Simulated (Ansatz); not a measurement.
# AlH3OS: comparison of dispersion corrections, by script

Wanted for AlH3OS: a comparison of dispersion corrections. SMILES: [OH][AlH][SH].

Computed with Ansatz 0.2.0, driven from Python. The levels of theory stand in the script.

### 1 The system

Bond lengths: O1–Al2 1.821 Å, Al2–S3 2.248 Å, O1–H4 1.002 Å, Al2–H5 1.610 Å, S3–H6 1.419 Å. Angles: O1–Al2–S3 119.2°, O1–Al2–H5 120.0°, S3–Al2–H5 120.8°, Al2–O1–H4 99.3°, Al2–S3–H6 92.3°.

The script holds or builds the structure itself.

### 2 Script

File alh3os.py:

```python
"""Dispersion corrections for AlH3OS."""

import ansatz

BASIS_SET = "def2-SVP"

geometry_ang = [
    ("O", (-1.1825, -0.9899, -0.8237)),
    ("Al", (0.1024, 0.2238, -0.3835)),
    ("S", (0.6128, 0.5433, 1.7826)),
    ("H", (-1.9788, -0.3821, -0.8416)),
    ("H", (0.8901, 1.0185, -1.5407)),
    ("H", (1.5981, -0.4776, 1.7607)),
]
alh3os = ansatz.Crystal.molecule()
for symbol, xyz in geometry_ang:
    alh3os = alh3os.atom(symbol, xyz)

job = alh3os.calculation().basis(gaussian=BASIS_SET)
for name in ["pbe0", "r2scan"]:
    for correction in ("d3bj", "d4"):
        summary = job.functional(name, dispersion=correction).run(threads=1).report
        print(f"{name:8s} {correction:5s} total {summary['free_energy_ev']:.5f} eV, of which dispersion {1000 * summary['dispersion']['energy']['ev']:.2f} meV")
```

### 3 The run

The run is started by

```sh
> python alh3os.py
```

Standard output:

```text
pbe0     d3bj  total -19513.76688 eV, of which dispersion -86.64 meV
pbe0     d4    total -19513.76152 eV, of which dispersion -81.28 meV
DeckWarning: the engine holds no damping parameters fitted to this dispersion correction and functional, so the run takes those fitted to r2scan beside the three-body term, which d3bj leaves out (hamiltonian.dispersion, under Limitations)
r2scan   d3bj  total -19520.41025 eV, of which dispersion -26.44 meV
r2scan   d4    total -19520.40596 eV, of which dispersion -22.15 meV
```

(Warnings from the package without file and line.)

Wall time 8.3 s (1 thread of Arm Neoverse V2, shared host); peak memory 0.17 GiB.

Lines on the test bed's own set-up are left out of the output.

### 4 Run by run

The 4 runs, in the order started:

```tsv
run	functional	dispersion	energy (eV)	SCF cycles	CPU time (s)
1	pbe0	d3bj	-19513.7669	17	1.3
2	pbe0	d4	-19513.7615	17	1.3
3	r2scan	d3bj	-19520.4102	15	2.6
4	r2scan	d4	-19520.4060	15	2.6
```

Totals hang on method, basis and potentials, so only like runs compare.

### 5 What came out

| quantity | value |
| --- | --- |
| dispersion energy | -86.64 to -22.15 meV |
| runs compared | 4 |

**Reading.** The dispersion term depends on the functional it is damped for, so it isn't a property of the molecule alone. All 4 runs converged, in 15 to 17 cycles. Notes:
- The geometry is a force-field or estimated start, not a minimum of this method, and the basis set is short of its limit. D4 holds the three-body term, and d3bj doesn't.
- A dispersion term here runs with damping parameters fitted for another variant or functional.
